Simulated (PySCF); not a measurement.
**P: ionisation energy**

P [Ne] 3s2 3p3 (4S) → P⁺ [Ne] 3s2 3p2 (3P), as a difference of total energies. All numbers are calculated (PySCF 2.14, the non-relativistic Hamiltonian (point nucleus), in pcseg-2). Correlated levels: valence: [Ne] frozen. The calculations carry no spin-orbit coupling.

```tsv
method	ionisation energy (eV)
UHF	9.927
B3LYP	10.395
PBE0	10.545
MP2 (valence)	10.364
SCS-MP2 (valence)	10.219
CCSD (valence)	10.292
CCSD(T) (valence)	10.316
```

Errors of the correlated levels include the incompleteness of this basis and the frozen core.

Which method comes closest to the reference value, and which is furthest?

The reference is 10.526 eV (measured; NIST levels, between the centres of gravity of the two terms). Closest: PBE0 (error 0.019 eV); furthest: UHF (error -0.599 eV).
